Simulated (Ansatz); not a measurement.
Z-matrix (Å, degrees):
```
Si
S 1 2.115
H 1 1.525 2 89.3
H 2 1.346 1 97.5 3 -179.9
```

Total charge 0; spin multiplicity 1.

List the PBE/def2-TZVPP orbital energies in eV (Ansatz 0.2.0). (Best estimate.)

Ansatz gave: Occupied: -2396.28, -1780.36, -209.22, -155.35, -155.23, -155.22, -137.93, -94.81, -94.65, -94.54, -18.56, -12.40, -9.80, -8.17, -7.26, -5.82. Lowest empty: -3.29, -0.71, -0.29, 0.88, 3.14, 3.64, 3.88, 4.03.
